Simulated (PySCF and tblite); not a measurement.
The numbers below are computed, except where a source is named.
System: ClH₄Si (charge -1), numbered as in [SiH4-:1][Cl:2].

Geometries: PBE0-D3(BJ)/def2-TZVP; energies: PBE0/pcSseg-2 + D3(BJ); zero-point and thermal terms from GFN2-xTB harmonic modes (soft modes blended into free rotors). Rates follow Eyring's equation with the number of equivalent paths and no tunnelling. Programs: tblite and PySCF.

The ion is treated without a counter-ion.

How high is the barrier to the Berry pseudorotation at Si1 with H on Si1 as pivot, through which structure does it pass, and what rate follows at 298 K?

The electronic barrier is 5.8 kcal/mol and ΔG‡(298 K) 4.9 kcal/mol, over a C2v saddle with an imaginary mode of 89i cm⁻¹ (GFN2-xTB). With 3 equivalent paths, k is 5×10⁹ s⁻¹, a mean lifetime of the start of 200 ps against this motion.
